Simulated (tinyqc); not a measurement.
Worked calculation: UHF in the sto-6g basis, for OH+, spin multiplicity 3. One step of it, computed by the program tinyqc.

Question. Iteration 3: DIIS coefficients. Solve [B -1; -1 0][c; lambda] = [0; -1] for the coefficients, which sum to one.

B (overlaps of the stored error matrices):
```
[[1.2253617e-01, 5.1833108e-02, -1.4215083e-02],
 [5.1833108e-02, 2.4433004e-02, -5.4282157e-03],
 [-1.4215083e-02, -5.4282157e-03, 3.4876233e-03]]
```

Give: DIIS coefficients.

Answer.

DIIS coefficients: [0.0489, 0.1353, 0.8157]
